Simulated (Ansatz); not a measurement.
# C₂H₅NS: basis-set convergence

One table from this session's results is given with a row withheld; the runs are named, their logs left out.

Computed with Ansatz 0.2.0, Gaussian basis. Level: one geometry, several basis sets.

The runs, in order: PBE0-D4/def2-SVP; ωB97M-V/def2-SVP; PBE0-D4/def2-QZVPP; ωB97M-V/def2-QZVPP; the functionals' def2-TZVPP values are taken from earlier runs.

## The geometry

An earlier PBE0-D4 in a triple-zeta def2 set relaxation fixed the geometry.

SMILES `C=NCS`, 9 atoms, charge 0, spin multiplicity 1.

Atoms are counted from 1 here; the program's logs count them from 0.

Bond lengths: C1–N2 1.259 Å, C1–H5 1.099 Å, C1–H6 1.089 Å, N2–C3 1.437 Å, C3–S4 1.811 Å, C3–H7 1.091 Å, C3–H8 1.100 Å, S4–H9 1.343 Å. Angles: N2–C1–H5 123.3°, N2–C1–H6 119.3°, H5–C1–H6 117.4°, C1–N2–C3 117.6°, N2–C3–S4 111.7°, N2–C3–H7 108.8°, N2–C3–H8 113.6°, S4–C3–H7 109.0°, S4–C3–H8 104.9°, H7–C3–H8 108.7°, C3–S4–H9 95.9°.

Set-up of the first run:

Contents of in.yaml:

```yaml
crystal:
  periodic: [false, false, false]
  atoms:
    - {symbol: C, position_ang: [-0.131974, 1.215095, -0.996760]}
    - {symbol: N, position_ang: [-0.652863, 0.322647, -0.278329]}
    - {symbol: C, position_ang: [0.185172, -0.767385, 0.140224]}
    - {symbol: S, position_ang: [0.451623, -0.756642, 1.931690]}
    - {symbol: H, position_ang: [0.919619, 1.196261, -1.314425]}
    - {symbol: H, position_ang: [-0.740375, 2.056366, -1.325455]}
    - {symbol: H, position_ang: [-0.292136, -1.706807, -0.142110]}
    - {symbol: H, position_ang: [1.194038, -0.738987, -0.296183]}
    - {symbol: H, position_ang: [-0.844504, -0.866747, 2.264249]}
basis:
  gaussian: {orbitals: def2-SVP}
hamiltonian: {xc: pbe0, dispersion: d4}
output: {orbitals: {seedname: orbitals}}
```

The run is started by

```sh
> ansatz run in.yaml --threads 2 --pin off --events-out ev --progress --plain --max-ram 4352MiB
```

Steps of the session up to this table: PBE0-D4 in def2-SVP; ωB97M-V in def2-SVP; PBE0-D4 in def2-QZVPP; ωB97M-V in def2-QZVPP.

One of the session's tables, all rows but one given; the rest of the session is left out.

It belongs to the step «Density functionals: the series». 

```
functional       basis  HOMO (eV)
   PBE0-D4    def2-SVP          ?
   PBE0-D4  def2-TZVPP      -6.99
   PBE0-D4  def2-QZVPP      -7.03
   ωB97M-V    def2-SVP      -9.07
   ωB97M-V  def2-TZVPP      -9.23
   ωB97M-V  def2-QZVPP      -9.28
```

Estimate the missing values for PBE0-D4, def2-SVP.

As computed: HOMO (eV): -6.84. In the column «HOMO (eV)» it is the highest.
